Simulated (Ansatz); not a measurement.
The input, for Ansatz 0.2.0:

```yaml
crystal:
  periodic: [false, false, false]
  atoms:
    - {symbol: Ge, position_ang: [0.000000, 0.000000, 0.080265]}
    - {symbol: C, position_ang: [0.000000, 0.000000, -1.701841]}
    - {symbol: H, position_ang: [0.000000, 0.000000, 1.621576]}
basis:
  gaussian: {orbitals: cc-pVDZ}
magnetization: {spin_polarized: false, initial_magnetization: 1}
correlation: {method: ccsdtq, electrons: outside_noble_gas}
```

```sh
$ ansatz run in.yaml --threads 2 --pin off --events-out ev --progress --plain --max-ram 24576MiB --backend cuda --devices 0, --max-vram 18GiB
```

Output:

```
866 factors; integrals over basis functions are off by at most 2.4e-7 eV
mean field evaluation 1: about -57511.1787 eV, gradient 1.8e1 eV
mean field evaluation 2: about -57511.1813 eV, gradient 1.8e1 eV
mean field evaluation 4: about -57512.4554 eV, gradient 2.4e0 eV
mean field evaluation 8: about -57512.5245 eV, gradient 2.8e-1 eV
mean field evaluation 16: about -57510.9351 eV, gradient 2.0e1 eV
mean field evaluation 32: about -57512.4494 eV, gradient 8.7e-1 eV
mean field evaluation 64: about -57512.5311 eV, gradient 8.4e-4 eV
mean field evaluation 96: about -57509.1059 eV, gradient 1.1e-1 eV
mean field evaluation 128: about -57512.4559 eV, gradient 2.4e0 eV
mean field evaluation 160: about -57509.3332 eV, gradient 2.1e0 eV
...
mean field -57512.53114117 eV, -2113.5465360444 hartree, gradient 1.6e-6 eV, S^2 0.750000; 7 other end points of the search recorded, 0 dependent functions left out
...
determinant -57512.53114117 eV, -2113.5465360444 hartree, with singles and doubles -57518.84893772 eV, -2113.7787107853 hartree
determinant -57511.12197658 eV, -2113.4947502009 hartree, with singles and doubles -57517.95647605 eV, -2113.7459134236 hartree
determinant -57509.10594891 eV, -2113.4206625502 hartree, with singles and doubles -57514.79219898 eV, -2113.6296283861 hartree
determinant -57512.43492058 eV, -2113.5430000029 hartree, with singles and doubles -57518.83760790 eV, -2113.7782944218 hartree
determinant -57512.43492058 eV, -2113.5430000029 hartree, with singles and doubles -57518.83673377 eV, -2113.7782622982 hartree
determinant -57512.53114117 eV, -2113.5465360444 hartree, with singles and doubles -57518.84782288 eV, -2113.7786698156 hartree
unrestricted determinant -57512.95899333 eV, -2113.5622593211 hartree, S^2 2.1669
15 core orbitals not correlated: weight in the atoms' cores, before any rotation towards them, 0.999 or more for the frozen orbitals, at most 0.001 for the correlated occupied ones
reference -57512.53114117 eV, -2113.5465360444 hartree; 5, 4 occupied and 26, 27 virtual orbitals, 866 factors
second order -5.67755830 eV of doubles, -0.03530979 eV of singles
...
cycle  15  -6.79024270 eV  change    3.5e-5 eV  update   6.6e-5
cycle  16  -6.79022862 eV  change    1.4e-5 eV  update   3.6e-5
cycle  17  -6.79023948 eV  change   -1.1e-5 eV  update   2.2e-5
cycle  18  -6.79023291 eV  change    6.6e-6 eV  update   1.5e-5
cycle  19  -6.79023761 eV  change   -4.7e-6 eV  update   8.6e-6
cycle  20  -6.79024048 eV  change   -2.9e-6 eV  update   4.4e-6
cycle  21  -6.79024509 eV  change   -4.6e-6 eV  update   3.0e-6
cycle  22  -6.79024531 eV  change   -2.2e-7 eV  update   1.8e-6
cycle  23  -6.79024461 eV  change    7.1e-7 eV  update   1.2e-6
cycle  24  -6.79024539 eV  change   -7.8e-7 eV  update   7.1e-7
Total energy: -57519.32138657 eV, -2113.7960729599 hartree
```

Ran on 2 threads of AMD EPYC 7R13 with a shared H100 80 GB, shared host: 67 s wall, 0.87 GiB peak host memory.
